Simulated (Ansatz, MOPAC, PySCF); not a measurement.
Barrier height from HO + CH3 (SMILES [CH3]) to the transition structure CH4O, without zero-point energy, on the benchmark's geometries as Psi4's copy of the set gives them.
Transition structure (charge 0, multiplicity 3):
```xyz
6

C      0.00029    -1.14229     0.00000
H     -1.05596    -1.38474     0.00000
H      0.52017    -1.40739     0.91245
H      0.52017    -1.40739    -0.91245
H      0.01156     0.16010     0.00000
O      0.00029     1.36164     0.00000
```
Reactant (charge 0, multiplicity 2):
```xyz
4

C      0.000     0.000     0.000
H      0.000     0.000     1.077
H      0.000     0.933    -0.539
H      0.000    -0.933    -0.539
```

Open shells are unrestricted; no spin–orbit coupling.

The state that AM1 reach isn't checked.

Run with Ansatz (an electronic-structure program); MOPAC for AM1 (differences of heats of formation); PySCF for the dispersion terms. 

### Question
What is the computed barrier height (AM1)?

### Answer
27.1 kcal/mol

### Question
What is the computed barrier height (wB97M-V/def2-TZVPPD)?

### Answer
6.6 kcal/mol

### Question
Predict the barrier height from CAM-B3LYP-D4/def2-TZVPPD.

### Answer
5.1 kcal/mol
